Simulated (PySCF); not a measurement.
## `P(C=C)(=C)(C)C`, C$_{5}$H$_{11}$P

Cartesian coordinates in Å; atom numbers follow the order of the lines, from 1:
```xyz
17

C     2.204   -1.021    0.030
C     1.484    0.076    0.233
P    -0.345    0.159    0.257
C    -1.343    0.035    1.639
C    -0.865   -1.102   -0.949
C    -0.653    1.761   -0.553
H     3.268   -1.046    0.202
H     1.762   -1.927   -0.352
H     1.951    0.964    0.653
H    -1.158    0.858    2.328
H    -1.194   -0.923    2.136
H    -0.268   -1.045   -1.858
H    -0.765   -2.089   -0.500
H    -1.917   -0.927   -1.170
H    -1.732    1.891   -0.629
H    -0.244    2.560    0.063
H    -0.192    1.788   -1.538
```

Method: GIAO OPBE/STO-3G magnetisability, rotational g tensor and spin-rotation constants, non-relativistic, gas phase (PySCF 2.14.0). Geometry: GFN2-xTB.

Task: Give the nuclear spin-rotation constants along the inertial axes (H = +C I·J) beside the isotropic shieldings.

Result: Rotational constants 3.5793, 2.1476, 2.0592 GHz. A star marks the isotopologue with that one atom substituted, in its own axes.
| atom | isotope | Caa (kHz) | Cbb (kHz) | Ccc (kHz) | mean (kHz) | σ (ppm) |
| --- | --- | --- | --- | --- | --- | --- |
| P3 | 31P | 2.953 | 1.958 | 1.211 | 2.041 | 630.7 |
| H7 | 1H | 0.122 | -0.159 | -0.203 | -0.080 | 27.9 |
| H8 | 1H | -0.378 | 0.104 | -0.182 | -0.152 | 28.2 |
| H9 | 1H | -0.370 | 0.103 | -0.162 | -0.143 | 27.6 |
| H10 | 1H | -0.361 | -0.126 | -0.111 | -0.199 | 33.4 |
| H11 | 1H | -0.333 | -0.090 | -0.164 | -0.196 | 33.4 |
| H12 | 1H | -0.286 | -0.211 | -0.078 | -0.192 | 31.8 |
| H13 | 1H | -0.331 | -0.052 | -0.188 | -0.190 | 31.3 |
| H14 | 1H | -0.046 | -0.210 | -0.209 | -0.155 | 31.6 |
| H15 | 1H | -0.011 | -0.213 | -0.226 | -0.150 | 31.6 |
| H16 | 1H | -0.395 | -0.066 | -0.148 | -0.203 | 31.6 |
| H17 | 1H | -0.321 | -0.226 | -0.049 | -0.199 | 31.9 |
| C1 | 13C* | 0.821 | 0.525 | 0.171 | 0.506 | 135.9 |
| C2 | 13C* | 0.867 | 0.596 | 0.201 | 0.555 | 124.1 |
| C4 | 13C* | 0.203 | 0.133 | 0.183 | 0.173 | 216.1 |
| C5 | 13C* | 0.195 | 0.140 | 0.113 | 0.149 | 219.9 |

For the geometry as given, no vibrational averaging.
